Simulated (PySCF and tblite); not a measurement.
The numbers below are computed, except where a source is named.
Rearrangement: stationary points, barriers and rates

System: methacrylic acid, C4H6O2, numbered as in [CH2:1]=[C:2]([CH3:3])[C:4](=[O:5])[OH:6].

Motion: shift of H on O6 from O6 to O5. The path came from a restrained scan, a climbing-image band and a saddle search at GFN2-xTB; energies are PBE0/pcSseg-1 + D3(BJ)//PBE0-D3(BJ)/def2-SVP, thermal terms GFN2-xTB. Rate constants are transition-state-theory values, counting equivalent paths, without tunnelling. Run with tblite and PySCF.

| point | symmetry | E(GFN2) kcal/mol | E(DFT) kcal/mol | ZPE change kcal/mol | lowest mode cm⁻¹ | dipole D |
| --- | --- | --- | --- | --- | --- | --- |
| start | Cs | 0.0 | 0.0 | 0.00 | 55 | 1.81 |
| saddle | Cs | 33.1 | 31.8 | -3.19 | 1780i | 2.37 |
| end | Cs | 0.3 | -0.4 | -0.13 | 34 | 1.68 |

```json
{
  "Electronic barrier": "31.8 kcal/mol",
  "Barrier with zero-point energy": "28.6 kcal/mol",
  "ΔH‡ (298 K)": "28.6 kcal/mol",
  "ΔS‡ (298 K, symmetry apart)": "0.1 cal/(mol K)",
  "Paths": "1 equivalent path",
  "End point": "a different minimum",
  "Cost": "99 s on 1 thread of AMD EPYC 9R14 (shared host) (rough), peak memory 0.64 GiB, launched as `OMP_NUM_THREADS=1 python ens_run.py task.json out`"
}
```

```tsv
T/K	ΔG‡ kcal/mol	k s⁻¹	ΔG kcal/mol	k back s⁻¹
500	28.7	3	-0.8	1.4
```

ΔG and ΔG‡ leave out symmetry numbers and mirror images; rates count paths: 1 out, 1 back.

Tunnelling of the moving H, left out here, will speed the real process. In real samples such hydrogens mostly exchange between molecules or through solvent, far faster than by this path.
